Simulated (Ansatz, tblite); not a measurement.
Removing and adding an electron: C2H4. Charge 0, multiplicity 1. Geometry: r2SCAN-D4/def2-TZVP. Ansatz, gas phase; energy differences of separate SCF runs; the oxidised species was run as a doublet alone; the reduced species was run as a doublet alone.

```tsv
atom	x (Å)	y (Å)	z (Å)
C1	0.5596	0.2523	-0.2499
C2	-0.5596	-0.2523	0.2499
H3	-1.3052	0.3764	0.7250
H4	1.3052	-0.3764	-0.7250
H5	-0.7754	-1.3145	0.2043
H6	0.7754	1.3145	-0.2043
```

The xTB rows come from tblite. Correlated methods freeze 2 core orbitals. In CCSD on the charge -1 doublet the largest single amplitude is 0.38, so its Hartree–Fock determinant may place the open shell otherwise than the density functionals do. The structure comes from a short search, and lower isomers may exist.

| level | −HOMO (eV) | vertical IE (eV) | −LUMO (eV) | vertical EA (eV) | HOMO–LUMO gap (eV) | IE − EA (eV) | remarks |
| --- | --- | --- | --- | --- | --- | --- | --- |
| GFN1-xTB | 12.22 | 16.69 | 6.66 | 2.24 | 5.56 | 14.45 | – |
| HF/def2-TZVPP | – | 8.95 | – | – | – | – | – |
| PBE-D4/def2-TZVP | 6.75 | 10.69 | 0.94 | – | 5.81 | – | – |
| PBE-D4/def2-TZVPD | 6.78 | – | 1.01 | -1.55 | 5.77 | – | HOMO above zero (-1 doublet) |
| r2SCAN-D4/def2-TZVP | 6.96 | 10.50 | 0.67 | – | 6.29 | – | – |
| CCSD/def2-TZVPP | – | 10.52 | – | – | – | – | – |
| CCSD(T)/def2-TZVPD | – | – | – | -1.86 | – | – | HOMO above zero (-1 doublet), large T1 (0.079) (-1 doublet) |

**Question.** Estimate the rows for GFN2-xTB, r2SCAN-D4/def2-TZVPD, PBE0-D4/def2-TZVP, PBE0-D4/def2-TZVPD, MP2/def2-TZVPP, CCSD/def2-TZVPD, CCSD(T)/def2-TZVPP.

**Answer.** 
| level | −HOMO (eV) | vertical IE (eV) | −LUMO (eV) | vertical EA (eV) | HOMO–LUMO gap (eV) | IE − EA (eV) | remarks |
| --- | --- | --- | --- | --- | --- | --- | --- |
| GFN2-xTB | 11.28 | 15.38 | 5.71 | 1.23 | 5.57 | 14.15 | – |
| r2SCAN-D4/def2-TZVPD | 6.97 | – | 0.71 | -1.69 | 6.26 | – | HOMO above zero (-1 doublet) |
| PBE0-D4/def2-TZVP | 7.89 | 10.52 | -0.13 | – | 8.02 | – | – |
| PBE0-D4/def2-TZVPD | 7.91 | – | -0.04 | -1.66 | 7.95 | – | HOMO above zero (-1 doublet) |
| MP2/def2-TZVPP | – | 10.71 | – | – | – | – | – |
| CCSD/def2-TZVPD | – | – | – | -1.90 | – | – | HOMO above zero (-1 doublet), large T1 (0.079) (-1 doublet) |
| CCSD(T)/def2-TZVPP | – | 10.68 | – | – | – | – | – |

Run but left out: HF/def2-TZVPD, MP2/def2-TZVPD (charge -1 doublet: a determinant that CCSD turns far, T1 0.079).   A HOMO above zero means that the electron is unbound at that level or that self-interaction error raises the level; the energy of removing that electron tells which. Raw xTB energy differences between charge states are shifted by several eV; the methods need an empirical correction for them. A negative affinity means that the extra electron isn't bound; its size then hangs on the basis.
